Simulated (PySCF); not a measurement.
Gas-phase reaction: 2 H2BNH2 + 4 N → 2 BH + 3 N2H2

Energies from PySCF, thermal terms from the rigid-rotor harmonic-oscillator model, ideal gas at 1 bar. † marks an energy on the PBE0/def2-TZVP geometry and frequencies. Open shells (unrestricted): N (multiplicity 4); the rest are closed-shell singlets. B3LYP is the form with VWN-RPA correlation. H2BNH2: computed as isolated molecules; such fragments, hydroxides, amides, oligomers or adducts are transient or little studied in the gas.

BLYP/def2-TZVP† gives ΔH°(298 K) = -350 kJ.

What do ωB97M-V/def2-TZVP†, PBE/def2-TZVP†, B3LYP/def2-TZVP† give?

ωB97M-V/def2-TZVP†: -237 kJ; PBE/def2-TZVP†: -358 kJ; B3LYP/def2-TZVP†: -232 kJ. For scale, ΔH°(298 K) is -350 kJ at this level, -237 kJ at ωB97M-V/def2-TZVP†, and runs from -1433 to 798 kJ over the 20 levels computed.
